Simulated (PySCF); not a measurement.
## Electric properties by functional and basis

SF4.
Cartesian coordinates in Å at the PBE0-D3(BJ)/def2-SVP level; atoms count from 1:
```xyz
5
SF4 angstrom
F     -0.0367    1.3168   -0.2557
S     -0.2970   -0.1388    0.3032
F     -1.3277   -0.3685   -0.9751
F      0.8815    0.1601    1.4301
F      0.7799   -0.9696   -0.5025
```

PySCF, dipoles from the SCF density, polarisabilities from static response with core orbitals frozen. Isolated species at its PBE0-D3(BJ)/def2-SVP geometry, gas phase.

Compare the levels for these properties.

```tsv
level	μ (D)	error (%)	α (Å³)	anisotropy (Å³)
LDA/def2-SVPD	0.767	+21.4	4.51	1.38
PBE/def2-SVPD	0.734	+16.1	4.53	1.41
B3LYP/def2-SVPD	0.874	+38.3	4.32	1.34
PBE0/def2-SVPD	0.826	+30.6	4.26	1.31
BHandHLYP/def2-SVPD	0.967	+53.0	4.08	1.27
CAM-B3LYP/def2-SVPD	0.899	+42.3	4.28	1.31
wB97X-D/def2-SVPD	0.840	+32.9	4.26	1.30
LC-wPBE/def2-SVPD	0.825	+30.6	4.25	1.29
HF/def2-SVPD	1.032	+63.4	3.83	1.19
PBE0/6-31G*	0.790	+25.0	3.21	1.27
PBE0/def2-SVP	0.966	+52.8	2.98	1.33
PBE0/def2-TZVP	0.778	+23.0	3.65	1.39
```

Reference dipole: 0.632 D (measured, gas; NIST CCCBDB Release 22 (SRD 101), experimental dipoles). The anisotropy is √(½[(α1 − α2)² + (α2 − α3)² + (α3 − α1)²]). For the dipole, the smallest error is 16.1% (PBE/def2-SVPD) and the largest 63.4% (HF/def2-SVPD). Even the closest misses by 16%. The dipole runs from 0.73 D (PBE/def2-SVPD) to 1.03 D (HF/def2-SVPD). No reference polarisability is at hand; against PBE0 in the largest diffuse basis at hand (def2-SVPD) the other PBE0 rows deviate by 6-31G* -25%, def2-SVP -30%, def2-TZVP -14%. In one basis (def2-SVPD) the functionals order the polarisability from HF (lowest) to PBE (highest), a spread of 18%. With PBE0 the polarisability is 3.28 Å³ without diffuse functions (mean of 6-31G*, def2-SVP and def2-TZVP) and 4.26 Å³ with them (def2-SVPD). Measured values can belong to vibrating molecules; the computed ones are for one fixed geometry.
